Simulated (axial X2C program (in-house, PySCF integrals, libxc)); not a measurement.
**Worked dissociation energy of PS⁻: LDA, with spin–orbit coupling**

Computed with an in-house relativistic program for diatomic molecules. Two-component (2c) means X2C with spin–orbit coupling and atomic mean-field two-electron Coulomb and Gaunt terms. Basis: S dyall-av3z [9s8p3d2f], P dyall-av3z [9s8p3d2f] (cores contracted in-house); Gaussian nuclei, density fitting, unrestricted open shells. Masses: S 31.972 u, P 30.974 u.

Molecular state: Ω = 1 (⟨Sz⟩ = 1.00, ⟨Lz⟩ = 0.00 at LDA).

- E(S-) (2M_J = 3): -397.849901 hartree
- E(P) (2M_J = 3): -340.769781 hartree
- E(PS⁻) at Re: -738.799151 hartree
- ωe: 600.7 cm⁻¹
- ωexe: 2.34 cm⁻¹

(1) Work out De and D0.

One determinant describes the state; a PBE0 search over occupations chose it and may have missed a lower one. De is counted from the lowest determinant-based energies of the atoms at the same level, without counterpoise correction. Density functionals use the spin component along the axis (collinear). PBE0 can misorder states that lie within some tenths of an eV, so this need not be the ground state of the molecule. The nearest other 2c determinant of the search, Ω = 0, lies 0.61 eV up at the distance of the search. The functionals have no current-density term, which raises determinants with orbital currents, atoms included. With several unpaired electrons one determinant need not be a pure state. Open-shell Ω = 0 determinants with evenly filled partner blocks cannot be reached by this program, so the Ω shown need not be the lowest component. This is the Ω = 1 component of a π² triplet; the 0⁺ component is not one determinant and can lie lowest. The highest occupied level of some functionals is positive through self-interaction error; at Hartree–Fock it is bound.

LDA overbinds, often by about an eV.

Each atomic determinant is the lowest at this level and need not be a pure J level. Totals compare only within one Hamiltonian and basis.

## Answers

(1) De = -397.849901 + (-340.769781) − (-738.799151) = 0.17947 hartree = 4.884 eV. The zero-point energy is ωe/2 − ωexe/4 = 300 cm⁻¹ = 0.037 eV, so D0 = 4.846 eV.
